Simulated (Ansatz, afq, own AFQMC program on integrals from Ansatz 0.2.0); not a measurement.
Two steps: Ansatz 0.2.0 writes the Fock matrix and Cholesky factors of the valence space, and afq projects on them the lowest state that overlaps trial and start.

```yaml
crystal:
  periodic: [false, false, false]
  atoms:
    - {symbol: Ge, position_ang: [0.000000, 0.000000, 0.282333]}
    - {symbol: B, position_ang: [0.000000, 0.000000, -1.691224]}
    - {symbol: H, position_ang: [0.000000, 1.255258, 1.166980]}
    - {symbol: H, position_ang: [0.000000, -1.255258, 1.166980]}
    - {symbol: H, position_ang: [0.000000, 1.042369, -2.270633]}
    - {symbol: H, position_ang: [0.000000, -1.042369, -2.270633]}
basis:
  gaussian: {orbitals: 6-31G}
total_charge: 1
magnetization: {spin_polarized: false}
correlation: {method: ccsd_t, electrons: outside_noble_gas, hamiltonian_folder: ham}
```

```sh
$ ansatz run in.yaml --threads 1 --pin off --events-out ev --progress --plain --max-ram 1382MiB
```

Options of the walk:

```
--method free --trial cid --walkers 20 --time-step 0.01 --max-blocks 30 --target-error 0.00076 --factor-cut 1e-05 --seed 5643 --times 0.0,0.5,1.0,2.0,3.0,4.0 --taylor-order 10
```

Times are imaginary, in 1/Eh. The walk had a cap of 205 s. Filled inner d shells are frozen with the cores.

Log:

```
orbitals 31  electrons 5 5  factors 260 of 504
reference energy -2101.68099018 Eh
CCSD correlation -0.11865716 Eh in 10 cycles, weight of the determinant in the CISD state 0.9260
repeat  energy at the last time / Eh  error
    10  -2101.802394  0.000421
    20  -2101.802070  0.000500
    30  -2101.802311  0.000381
time / (1/Eh)  energy / Eh  error  mean overlap
  0.00  -2101.799436  0.000295  1.0787
  0.50  -2101.801233  0.000188  1.0834
  1.00  -2101.801711  0.000273  1.0794
  2.00  -2101.802431  0.000251  1.0508
  3.00  -2101.802508  0.000304  1.0307
  4.00  -2101.802311  0.000381  1.0355
energy -2101.802311 +/- 0.000381 Eh
```

The run passed its tests (error under three times the target), which doesn't prove that it has relaxed.

Against this walk (error 10.4 meV) on the same determinant: CCSD(T) 20.6 meV higher (within the noise). The error is statistical, and a free projection of finite length keeps a remainder of its start. None of these is a sure reference here.

Cautions: remainder of the start not in the error; no relativity below Rb; no spin-orbit coupling; inner d shell frozen; so few walkers bias the energy.

The walk took 58 s on 1 thread of Intel(R) Xeon(R) Processor @ 2.50GHz (Skylake/Cascade Lake), with other jobs on the host. The log's last line is the free-projection energy.

A walk keeps the symmetry of its determinant, which the program's search chose and which needn't be the lowest solution, so a lower state of the same spin and another symmetry isn't excluded.
